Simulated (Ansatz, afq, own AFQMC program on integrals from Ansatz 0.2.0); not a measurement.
## P2H4, singlet in cc-pVDZ, levels against CCSDT(Q)

```xyz
6

P    -0.1319    0.0000    1.1061
P     0.1319    0.0000   -1.1061
H     0.8343   -1.0228    1.3117
H     0.8343    1.0228    1.3117
H    -0.8343   -1.0228   -1.3117
H    -0.8343    1.0228   -1.3117
```

Connectivity, by distances: PH2–PH2.

Basis cc-pVDZ. Noble-gas cores (and the filled d shells of Ga–Kr and In–Xe) are frozen. AFQMC by an in-house program on the Cholesky factors that Ansatz 0.2.0 writes for its CCSD(T) run. The CISD trial takes its coefficients from CCSD amplitudes. Released means that phaseless walkers are propagated on without the constraint, phases kept. Free projection: walkers drawn from exp(T), propagated without any constraint. Its projection time is finite, and what remains of the start isn't in its error. ± is one standard error of the sampling.

Determinant: RHF, the one that the program's search chose, which needn't be the lowest solution. The geometry is a PBE0/def2-TZVP stationary point of this or a neighbouring charge and spin state.

No full CI on the walks' own integrals is used here; CCSDT(Q) serves as the reference and is uncertain by about the last step of the cluster series.

```
T1 diagnostic                               : 0.0120
weight of the determinant in the CISD state : 0.850
size of the correlated space                : 14 electrons in 46 orbitals
```

| level | correlation energy (eV) |
| --- | --- |
| MP2 | -6.8401 |
| CCSD | -8.0654 |
| CCSD(T) | -8.3006 |

Problem. Estimate where free-projection AFQMC lies against CCSD(T) on the same integrals.

Solution. 1.55 ± 0.52 kcal/mol below CCSD(T).

Reference: CCSDT(Q), correlation energy -8.344 eV. The released energy is read at 2.40 1/Eh (meV from the phaseless value at times in 1/Eh: -6 ± 15 at 0.24, -18 ± 15 at 0.51, -15 ± 15 at 0.99, -7 ± 16 at 1.62, -5 ± 23 at 2.40).

```tsv
level	E − E(reference) (kcal/mol)	share of correlation (%)
CCSD(T)	1.01	99.47
CCSDT	0.33	99.83
ph-AFQMC/HF	1.58 ± 1.38	99.18
ph-AFQMC/CISD	0.31 ± 0.34	99.84
released AFQMC	0.20 ± 0.53	99.90
free AFQMC	-0.54 ± 0.52	100.28
```

Free projections are given only where their last times agree within the noise and don't stop above the reference; a slow remainder of the start can still hide under it. A walk keeps the symmetry of its determinant, which the program's search chose and which needn't be the lowest solution, so a lower state of the same spin and another symmetry isn't excluded. Released energies are given only where the last usable release times agree within the noise; a slower fall can still hide under it.
